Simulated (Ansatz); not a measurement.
## Two structures, one formula

The two ends of one reaction step of BH5O, singlet (PBE0-D4/def2-TZVP).

A:

B1  (0.219, 0.323, -0.795)
O2  (1.191, -0.601, -0.654)
H3  (-0.730, 0.013, -1.453)
H4  (0.324, 1.405, -0.282)
H5  (-1.419, -0.772, 1.539)
H6  (-1.513, -0.066, 1.762)
H7  (1.929, -0.301, -0.118)
(Å)

B:

```
7
angstrom
B -0.5391 0.4248 -0.1865
O 0.5390 -0.8247 0.1615
H -0.7226 0.2756 -1.3673
H 0.0729 1.4236 0.1181
H 0.7760 -0.7730 1.0944
H -1.4716 0.1569 0.5268
H 1.3455 -0.6831 -0.3470
```

Computed with Ansatz 0.2.0 (basis: def2-TZVPP); correlated methods freeze the cores. B3LYP uses VWN-RPA correlation.

Task: Which structure is lower at CCSD(T), and by how much? (To be estimated.)

Result: By the calculation: A, by 64.9 kJ/mol (electronic energy, against the other). By their contacts, A is a complex of BH₃O ([BH2][OH]) + H₂ and B is BH₅O ([BH3][OH2]).

All methods give the same order:

```json
{"method": "SPW92", "E(B) − E(A) (kJ/mol)": "31.9"}
{"method": "PBE-D4", "E(B) − E(A) (kJ/mol)": "60.0"}
{"method": "BLYP-D4", "E(B) − E(A) (kJ/mol)": "78.2"}
{"method": "r2SCAN-D4", "E(B) − E(A) (kJ/mol)": "62.6"}
{"method": "B97M-V", "E(B) − E(A) (kJ/mol)": "64.3"}
{"method": "PBE0-D4", "E(B) − E(A) (kJ/mol)": "55.8"}
{"method": "B3LYP-D4", "E(B) − E(A) (kJ/mol)": "72.2"}
{"method": "r2SCAN0-D4", "E(B) − E(A) (kJ/mol)": "58.8"}
{"method": "BHLYP-D4", "E(B) − E(A) (kJ/mol)": "68.9"}
{"method": "CAM-B3LYP-D4", "E(B) − E(A) (kJ/mol)": "66.1"}
{"method": "wB97X-V", "E(B) − E(A) (kJ/mol)": "63.3"}
{"method": "wB97M-V", "E(B) − E(A) (kJ/mol)": "63.2"}
{"method": "B2PLYP", "E(B) − E(A) (kJ/mol)": "71.1"}
{"method": "PBE-QIDH", "E(B) − E(A) (kJ/mol)": "57.1"}
{"method": "RPA on PBE", "E(B) − E(A) (kJ/mol)": "69.3"}
{"method": "HF", "E(B) − E(A) (kJ/mol)": "86.1"}
{"method": "MP2", "E(B) − E(A) (kJ/mol)": "66.2"}
{"method": "CCSD", "E(B) − E(A) (kJ/mol)": "65.7"}
{"method": "CCSD(T)", "E(B) − E(A) (kJ/mol)": "64.9"}
```

The T1 diagnostic stays at or below 0.013.

Labels in which every atom is bracketed show which atoms are joined, not bond orders.

For scale, one of the runs: CCSD(T)/def2-TZVPP, 132 basis functions, launched by `ansatz run in.yaml --threads 2 --pin off --events-out ev --progress --plain --max-ram 4352MiB`. Time: 5.5 s of wall clock on 2 CPU threads of an Arm Neoverse V2; the host was shared. Peak host memory: 0.68 GiB.
